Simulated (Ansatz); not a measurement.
Input file for CH3ClSi, SMILES `C[Si]Cl`:

```yaml
crystal:
  periodic: [false, false, false]
  atoms:
    - {symbol: C, position_ang: [-0.420911, 0.376226, -0.177077]}
    - {symbol: Si, position_ang: [0.228190, -0.642082, 1.273083]}
    - {symbol: Cl, position_ang: [1.857716, -1.533853, 0.308492]}
    - {symbol: H, position_ang: [0.353847, 1.065786, -0.531386]}
    - {symbol: H, position_ang: [-1.308685, 0.949943, 0.100088]}
    - {symbol: H, position_ang: [-0.668057, -0.280019, -1.019400]}
basis:
  gaussian: {orbitals: def2-SVP}
correlation: {method: ccsd_t}
```

```sh
$ ansatz run in.yaml --threads 2 --pin off --events-out ev --progress --plain
```

The program prints (abridged):

```
Functional definition: HF
629 factors; integrals over basis functions are off by at most 1.2e-3 eV
mean field evaluation 1: about -21435.1858 eV, gradient 2.3e1 eV
mean field evaluation 2: about -21435.1870 eV, gradient 2.3e1 eV
mean field evaluation 4: about -21436.8378 eV, gradient 2.0e0 eV
mean field evaluation 8: about -21436.8634 eV, gradient 1.6e-4 eV
mean field -21436.86335914 eV, -787.7901980205 hartree, gradient 1.8e-6 eV, S^2 0.000000; 0 other end points of the search recorded, 0 dependent functions left out; unrestricted orbitals would lower it
11 core orbitals not correlated: weight in the atoms' cores, before any rotation towards them, 1.000 or more for the frozen orbitals, at most 0.000 for the correlated occupied ones
reference -21436.86335914 eV, -787.7901980205 hartree; 9, 9 occupied and 45, 45 virtual orbitals, 629 factors
second order -9.68653494 eV of doubles, -0.00000000 eV of singles
cycle   1  -10.47587949 eV  change   -7.9e-1 eV  update   7.9e-2
cycle   2  -10.78627532 eV  change   -3.1e-1 eV  update   2.8e-2
cycle   3  -10.83949855 eV  change   -5.3e-2 eV  update   1.3e-2
cycle   4  -10.83523132 eV  change    4.3e-3 eV  update   4.0e-3
cycle   5  -10.83424734 eV  change    9.8e-4 eV  update   1.4e-3
cycle   6  -10.83423668 eV  change    1.1e-5 eV  update   4.2e-4
cycle   7  -10.83421479 eV  change    2.2e-5 eV  update   1.3e-4
cycle   8  -10.83423610 eV  change   -2.1e-5 eV  update   4.1e-5
cycle   9  -10.83423411 eV  change    2.0e-6 eV  update   1.4e-5
perturbative correction -0.29533360 eV, -0.0108533097 hartree
Total energy: -21447.99292685 eV, -788.1992020901 hartree
```

Run time 2.4 s (2 threads of a server CPU on a shared host); peak host memory 0.15 GiB.

The correlation energy is -11.130 eV, 2.7 % of it from (T); the T1 diagnostic reads 0.0125.
